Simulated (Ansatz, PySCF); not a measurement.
This Ansatz (a first-principles code) input computes a CAM-B3LYP/def2-TZVPD energy:

Ansatz 0.2 input:
```yaml
crystal:
  periodic: [false, false, false]
  atoms:
    - {symbol: C, position_ang: [-0.00304570, -0.15641480, 2.06744886]}
    - {symbol: C, position_ang: [-0.00102067, -0.05592749, 0.70608771]}
    - {symbol: C, position_ang: [0.00080695, 0.03228757, -0.51321328]}
    - {symbol: C, position_ang: [0.00285697, 0.15186452, -1.95874397]}
    - {symbol: H, position_ang: [-0.93121596, -0.20490266, 2.62122401]}
    - {symbol: H, position_ang: [0.92347531, -0.19046764, 2.62504838]}
    - {symbol: H, position_ang: [-0.00468476, 1.20230164, -2.26611604]}
    - {symbol: H, position_ang: [0.89181721, -0.31201186, -2.39299250]}
    - {symbol: H, position_ang: [-0.87697708, -0.32577834, -2.39663976]}
basis:
  gaussian:
    orbitals: def2-TZVPD
hamiltonian:
  xc: {name: CAM-B3LYP}
magnetization: {spin_polarized: true, initial_magnetization: 1}
output: {forces: true}
```

Problem. Write an input for the same energy in PySCF and say what it gives.

Solution. 
```python
from pyscf import gto, scf, dft

mol = gto.M(
    atom='''
    C    -0.00304570   -0.15641480    2.06744886
    C    -0.00102067   -0.05592749    0.70608771
    C     0.00080695    0.03228757   -0.51321328
    C     0.00285697    0.15186452   -1.95874397
    H    -0.93121596   -0.20490266    2.62122401
    H     0.92347531   -0.19046764    2.62504838
    H    -0.00468476    1.20230164   -2.26611604
    H     0.89181721   -0.31201186   -2.39299250
    H    -0.87697708   -0.32577834   -2.39663976
    ''',
    basis='def2-tzvpd',
    charge=0,
    spin=1,
    verbose=4,
)

mf = dft.UKS(mol, xc='camb3lyp').density_fit(auxbasis='def2-universal-jkfit')
mf.grids.level = 3
mf.conv_tol = 1e-9
mf.max_cycle = 100
mf.max_memory = 1500
mf.kernel()
if not mf.converged:
    mf = mf.newton()
    mf.kernel(mf.make_rdm1())
for _ in range(2):
    mo, _, stable, _ = mf.stability(return_status=True)
    if stable:
        break
    mf.kernel(mf.make_rdm1(mo, mf.mo_occ))
mf.analyze()
```
It gives -155.29071 Eh, and Ansatz -155.29068 Eh, a difference of 0.03 mEh, from the treatment of integrals and grids.

It need not be the lowest isomer of its formula.
